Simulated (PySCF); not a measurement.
Species: CuCl (singlet state).
Z-matrix (Å and degrees, PBE0-D3(BJ)/def2-SVP geometry), rows numbered from 1:
```
Cl
Cu  1  2.0833
```

The calculation used PBE0-D3(BJ)/def2-SVP geometry optimisation, gas phase (PySCF 2.14.0).

Masses are those of the commonest isotopes; rigid-rotor values at the optimised geometry. 

Question: What are the moment of inertia and the rotational constant?

Answer: I = 97.557 u·Å², B = 505379 MHz·u·Å²/I = 5180 MHz (0.1728 cm⁻¹, or 0.249 K as hB/k). For two atoms I = μr² with μ = 22.4781 u and r = 2.0833 Å.

Question: List the first levels of a rigid rotor in a Σ state.

Answer: E(J) = BJ(J+1): J = 1: 0.346, J = 2: 1.037, J = 3: 2.074, J = 4: 3.456, J = 5: 5.184, J = 6: 7.258 cm⁻¹.

Question: Where do the first rotational lines fall?

Answer: The dipole is 5.33 D; J+1 ← J lies at 2B(J+1): 1 ← 0 at 10.36 GHz, 2 ← 1 at 20.72 GHz, 3 ← 2 at 31.08 GHz, 4 ← 3 at 41.44 GHz, 5 ← 4 at 51.80 GHz, 6 ← 5 at 62.16 GHz.

Question: Estimate the classical rotational partition function at 10 K, 25 K and 50 K.

Answer: Point group C∞v, symmetry number σ = 1; q = kT/(σhB), k/h = 20836.6 MHz/K: 40.2 at 10 K, 101 at 25 K, 201 at 50 K.

Whether it is a minimum is left open (no frequencies). Constants of a rigid frame at the computed geometry: no zero-point averaging, no centrifugal distortion.
